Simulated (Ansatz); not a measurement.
Basis-set extrapolation for C$_{3}$H$_{8}$N$_{2}$ (`C/N=C\CN`) (PBE0-D4/def2-TZVP geometry, frozen core, the Gaussian-basis code of Ansatz). Multiplicity 1, RHF reference.

|  | def2-TZVPP | def2-QZVPP |
| --- | --- | --- |
| HF | -227.212334 | -227.223274 |
| MP2 correlation | -0.924724 | -0.986239 |
| CCSD(T) correlation | -1.005850 | not run |

Energies in hartree. Use E(X) = E(∞) + A·exp(−7.88·√X) for Hartree–Fock and E(X) = E(∞) + B·X^(−2.97) for correlation, with X = 3 and 4, and add CCSD(T) minus MP2 of the smaller set to the MP2 limit.

Q: What is the CCSD(T) energy at the basis-set limit?

A: HF limit: -227.223274 + (-0.010940) × 0.13774 = -227.22478. MP2 limit: -0.986239 + (-0.061515) × 0.74074 = -1.03181. Higher-order term: -1.005850 − (-0.924724) = -0.08113. Total: -228.33772 hartree, 313.8 kJ/mol below CCSD(T)/def2-TZVPP.
